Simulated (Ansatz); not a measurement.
in.yaml

```yaml
crystal:
  periodic: [false, false, false]
  atoms:
    - {symbol: C, position_ang: [0.000000, 0.013962, 2.143144]}
    - {symbol: B, position_ang: [0.000000, 0.080821, 0.748773]}
    - {symbol: Si, position_ang: [0.000000, -0.087981, -1.155894]}
    - {symbol: H, position_ang: [0.000000, 1.418282, -1.360996]}
basis:
  gaussian: {orbitals: cc-pVDZ}
magnetization: {spin_polarized: false}
correlation: {method: ccsdtqp, electrons: outside_noble_gas}
output: {forces: true}
```

```sh
$ ansatz run in.yaml --threads 1 --pin off --events-out ev --progress --plain --max-ram 2393MiB
```

**Question.** What does the program do with this input?

**Answer.** Refused. The input was made wrong on purpose (a method name that the input doesn't accept), so the run isn't a sound calculation of what was asked.
```
Error: YAML parse error: error: line 11 column 23: unknown variant `ccsdtqp`, expected one of mp2, rpa, ccsd, ccsd_t, bccd, bccd_t, ccsdt, ccsdt_q, ccsdt_q_b, ccsdtq, fci, sc_nevpt2, fic_nevpt4_sd, fic_mrcisd_q, fic_mrcisd_q_relaxed
  --> <input>:11:23
   |
 9 |   gaussian: {orbitals: cc-pVDZ}
10 | magnetization: {spin_polarized: false}
11 | correlation: {method: ccsdtqp, electrons: outside_noble_gas}
   |                       ^ unknown variant `ccsdtqp`, expected one of mp2, rpa, ccsd, ccsd_t, bccd, bccd_t, ccsdt, ccsdt_q, ccsdt_q_b, ccsdtq, fci, sc_nevpt2, fic_nevpt4_sd, fic_mrcisd_q, fic_mrcisd_q_relaxed
12 | output: {forces: true}
   |
```
